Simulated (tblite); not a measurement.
C5H6N (doublet state).
Numbering: `[CH3:1][n:2]1[cH:3][c:4][cH:5][cH:6]1` (hydrogens: H7, H8, H9 on C1; H10 on C3; H11 on C5; H12 on C6)
Bond orders are those of one Lewis drawing.

Computed with GFN2-xTB (tblite), gas phase: L-BFGS steps from a force-field or distance-geometry start until the largest atomic force falls under 0.01 eV/Å.

Step 0: E = -450.7506 eV
```
atom  x, y, z in Å  |  force x, y, z in eV/Å
C1     -1.6610    0.0129   -0.0092    0.052   0.210   0.124
N2     -0.2324    0.1023    0.0089    0.633  -0.311   0.266
C3      0.5038    1.2293    0.2753   -0.149   0.482   0.027
C4      1.8293    0.9123    0.2010   -0.834  -1.280  -0.201
C5      1.9139   -0.4756   -0.0850    0.234   0.224  -0.080
C6      0.6212   -0.9504   -0.2090    0.240   0.730   0.188
H7     -2.0839    0.7804    0.6532    0.026  -0.224  -0.183
H8     -1.9933    0.1908   -1.0318   -0.378  -0.068  -0.050
H9     -1.9720   -0.9793    0.3339   -0.026   0.189  -0.118
H10     0.0071    2.1778    0.4788    0.280  -0.496  -0.109
H11     2.8167   -1.0559   -0.2156   -0.248   0.165   0.060
H12     0.2518   -1.9452   -0.4266    0.171   0.377   0.076
```

Step 1: E = -450.7942 eV
```
atom  x, y, z in Å  |  force x, y, z in eV/Å
C1     -1.6602    0.0159   -0.0075    0.247   0.002  -0.085
N2     -0.2233    0.0978    0.0127   -0.121   0.201   0.312
C3      0.5016    1.2362    0.2757   -0.051  -0.159  -0.091
C4      1.8174    0.8940    0.1981   -0.340  -0.339  -0.015
C5      1.9173   -0.4724   -0.0862    0.186  -0.170  -0.143
C6      0.6247   -0.9400   -0.2063    0.171  -0.033   0.027
H7     -2.0835    0.7772    0.6506    0.000  -0.082  -0.067
H8     -1.9987    0.1898   -1.0325   -0.274  -0.060   0.047
H9     -1.9724   -0.9766    0.3322   -0.028   0.167  -0.099
H10     0.0111    2.1707    0.4773    0.094  -0.108  -0.027
H11     2.8131   -1.0535   -0.2147   -0.095   0.091   0.036
H12     0.2542   -1.9398   -0.4255    0.210   0.491   0.106
```

Step 2: E = -450.8090 eV
```
atom  x, y, z in Å  |  force x, y, z in eV/Å
C1     -1.6554    0.0168   -0.0086    0.064   0.000  -0.104
N2     -0.2231    0.1004    0.0196   -0.082  -0.103   0.159
C3      0.5001    1.2351    0.2741   -0.098  -0.139  -0.054
C4      1.8077    0.8825    0.1970    0.126   0.083   0.053
C5      1.9217   -0.4747   -0.0892   -0.118  -0.171  -0.117
C6      0.6288   -0.9377   -0.2050    0.012   0.102   0.057
H7     -2.0834    0.7747    0.6486   -0.007  -0.037  -0.039
H8     -2.0054    0.1884   -1.0318   -0.187  -0.049   0.060
H9     -1.9730   -0.9727    0.3299   -0.017   0.100  -0.074
H10     0.0140    2.1667    0.4763    0.042   0.030   0.005
H11     2.8104   -1.0511   -0.2138    0.153  -0.060  -0.004
H12     0.2589   -1.9291   -0.4232    0.113   0.244   0.057
```

Step 3: E = -450.8139 eV
```
atom  x, y, z in Å  |  force x, y, z in eV/Å
C1     -1.6530    0.0173   -0.0105   -0.041  -0.008  -0.053
N2     -0.2236    0.0987    0.0244   -0.083  -0.057   0.097
C3      0.4978    1.2330    0.2728    0.042  -0.088  -0.019
C4      1.8065    0.8796    0.1975    0.106   0.123   0.043
C5      1.9209   -0.4780   -0.0920    0.033  -0.018  -0.060
C6      0.6304   -0.9344   -0.2035   -0.095  -0.017   0.029
H7     -2.0835    0.7732    0.6472   -0.003  -0.017  -0.031
H8     -2.0107    0.1871   -1.0306   -0.138  -0.032   0.022
H9     -1.9735   -0.9698    0.3278   -0.026   0.040  -0.055
H10     0.0157    2.1657    0.4760    0.021   0.050   0.010
H11     2.8121   -1.0514   -0.2136    0.133  -0.070  -0.012
H12     0.2622   -1.9217   -0.4215    0.053   0.094   0.028
```

**Question.** Estimate the geometry and energy of step 4. (The exact step hangs on the optimiser's Hessian estimate; all steps are aligned on step 3, rigid shifts and turns removed.)

**Answer.** E = -450.8162 eV, largest force 0.102 eV/Å
```
atom  x, y, z in Å  |  force x, y, z in eV/Å
C1     -1.6528    0.0175   -0.0123   -0.085  -0.003  -0.012
N2     -0.2252    0.0969    0.0288   -0.034   0.008   0.047
C3      0.4978    1.2307    0.2719    0.027   0.024   0.023
C4      1.8072    0.8796    0.1983    0.093   0.034   0.007
C5      1.9219   -0.4794   -0.0945    0.013   0.057  -0.020
C6      0.6292   -0.9330   -0.2021    0.043   0.024   0.035
H7     -2.0835    0.7720    0.6458   -0.015   0.007  -0.016
H8     -2.0163    0.1858   -1.0298   -0.100  -0.016  -0.015
H9     -1.9743   -0.9676    0.3257   -0.043  -0.019  -0.032
H10     0.0172    2.1658    0.4760    0.037   0.003   0.002
H11     2.8152   -1.0528   -0.2137    0.075  -0.048  -0.014
H12     0.2648   -1.9163   -0.4202   -0.013  -0.072  -0.004
```

The energy changes by -0.0023 eV. The first-order estimate −F·Δx gives -0.0038 eV and the mean of the old and new forces, exact on a quadratic surface, -0.0023 eV. The step makes an angle of 35° with the force vector and moves no atom by more than 0.006 Å.

The cost below is that of the whole relaxation. On Arm Neoverse V2, one thread, no GPU, shared host, this took under 0.1 s wall.
